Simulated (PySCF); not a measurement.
**S₃: calculation against measurement**

Isolated S₃, optimised in PySCF with density fitting and no spin–orbit coupling; def2 sets carry scalar-relativistic core potentials from Rb on. All levels below give a singlet of C2v symmetry: PBE0/def2-TZVP S–S 1.905 Å (×2), S–S–S 118.1°; B3LYP/def2-TZVP S–S 1.923 Å (×2), S–S–S 118.1°.

Measured fundamentals (Jacox, Vibrational and Electronic Energy Levels of Polyatomic Transient Molecules, as compiled in the NIST Chemistry WebBook) beside computed harmonic wavenumbers, in cm⁻¹:

```tsv
mode as compiled	computed symmetry	measured	medium	PBE0/def2-TZVP	B3LYP/def2-TZVP
a1 sym. stretch	a1	590	gas	630	596
a1 bend	a1	281	gas	271	264
b2 asym. stretch	b2	680	argon matrix	731	686
```

**Question.** How close does each level come?

**Answer.** Mean absolute differences: PBE0/def2-TZVP 5.9 %, B3LYP/def2-TZVP 2.7 %. The mean ratio of measured to computed values at B3LYP/def2-TZVP is 1.015. Harmonic values should lie a little above fundamentals, yet here they lie below on average; matrices shift bands further, usually down by up to a few per cent.
